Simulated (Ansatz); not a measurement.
System: Cl$_{2}$, charge 0, singlet. Cl2 (molecular chlorine, SMILES ClCl).
B3LYP-D3(BJ)/def2-TZVP minimum from Ansatz (a first-principles code):
```xyz
2

Cl     0.0000     0.0000    -1.0068
Cl     0.0000     0.0000     1.0068
```
Charge 0, spin multiplicity 1.

Hartree-Fock and CCSD correlation energies in hartree (Ansatz). UHF or UKS for unpaired electrons; spin-orbit terms are left out. Correlated methods leave the cores frozen. No relativity.

```csv
basis,X,E(HF),"E(corr, CCSD)"
cc-pV(T+d)Z,3,-919.00055,-0.41338
cc-pV(Q+d)Z,4,-919.00825,-0.44929
cc-pV(5+d)Z,5,-919.00968,withheld
```

Task: Fit E(corr) = E∞ + A/X³ to X = 3 and 4, predict X = 5, and compare with the run.

Result: A = (-0.41338 - (-0.44929))/(1/27 - 1/64) = 1.6771; E∞ = -0.44929 - A/64 = -0.47549; at X = 5, E∞ + A/125 = -0.46208. The run gave -0.46116, 0.92 mEh above the prediction. The same form on X = 4 and 5 gives E∞ = -0.47361, 1.88 mEh above the first estimate.
